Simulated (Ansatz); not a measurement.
A made-up structure of CH6Si2, closed shell:

C1  (-0.535, 0.987, -0.659)
Si2  (0.515, -0.281, -0.470)
Si3  (0.316, -1.006, 1.233)
H4  (0.121, 1.888, -0.534)
H5  (-1.448, 1.107, 0.065)
H6  (-0.928, 0.737, -1.635)
H7  (1.852, -0.430, -1.337)
H8  (1.139, -2.064, 1.251)
H9  (-1.031, -0.938, 2.085)
(Å)

It is relaxed with PBE-D4/def2-SVP and then PBE0-D4/def2-TZVP (Ansatz 0.2.0). Atoms count as bonded within 1.22 times the sum of their covalent radii (H–H: 0.88 Å). The end point is not checked to be a true minimum.

Does its bonding change? (A judgement: the text doesn't fix the answer.)

By the calculation: No: no bond forms or breaks.

Where it ends: The first stage lowers the energy by 3.23 eV in 8 steps. It ends as CH₆Si₂ ([CH3][SiH][SiH2]):
```
9
angstrom
C -0.5935 1.2000 -0.8599
Si 0.4798 -0.2681 -0.4284
Si 0.4154 -1.2903 1.4558
H -0.0196 2.1285 -0.8243
H -1.4296 1.2777 -0.1634
H -0.9966 1.0899 -1.8696
H 1.7096 -0.3804 -1.2519
H 1.2550 -2.4920 1.6678
H -0.8206 -1.2653 2.2739
```

Labels in which every atom is bracketed show which atoms are joined, not bond orders.

For scale, one of the runs: PBE0-D4/def2-TZVP relaxation, 141 basis functions, launched by `ansatz run in.yaml --threads 2 --pin off --events-out ev --progress --plain --max-ram 4352MiB`. Hardware: 2 CPU threads of an Arm Neoverse V1, shared host. Wall time about 28 s.
